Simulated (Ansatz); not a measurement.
Two shapes of singlet CO2.

Shape 1:

```xyz
3

O    -0.0130   -0.0123   -1.2060
C    -0.0472    0.0129   -0.0104
O     0.0186    0.0373    1.1318
```

Shape 2:

```xyz
3

O     0.0000    0.0000   -1.2521
C     0.0000    0.0000    0.0000
O     0.0000    0.0000    1.2521
```

Basis set: 6-31G* (spherical functions). Correlated methods keep 3 orbitals frozen. Charge 0, multiplicity 1.

Computed with Ansatz (development build ahead of 0.2.0); each method stands on the lowest determinant of its kind that the runs found.

Question: Which shape is lower in energy, and by how much in each method?

Answer:

```
 method  E(2) − E(1) (eV)
    RHF             1.084
RHF-MP2             0.354
```

Shape 1 is lower.
